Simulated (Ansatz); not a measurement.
## How the equilibrium volume per atom of Nb (model structure, started from the beta-Sn type, I4₁/amd, No. 141, 2 atoms in the cell) moves with the method

No measured value is used here.

```
level (code)         value (Å³/atom)
-------------------  ---------------
PBE (Ansatz)                   19.19
PBEsol (Ansatz)                18.47
PBE-D3(BJ) (Ansatz)                …
r²SCAN (Ansatz)                19.01
```

**Question.** Some entries are withheld; supply them.

**Answer.** 
- PBE-D3(BJ) (Ansatz, an electronic-structure program), value (Å³/atom): 18.41

Ansatz's density-functional and Hartree–Fock values are scalar-relativistic unless marked +SOC, with PAW data made under PBE.

A model structure was made by putting elements into a prototype or built by hand; it is no filed structure, need not be a known phase, and can be a saddle point held by its symmetry.
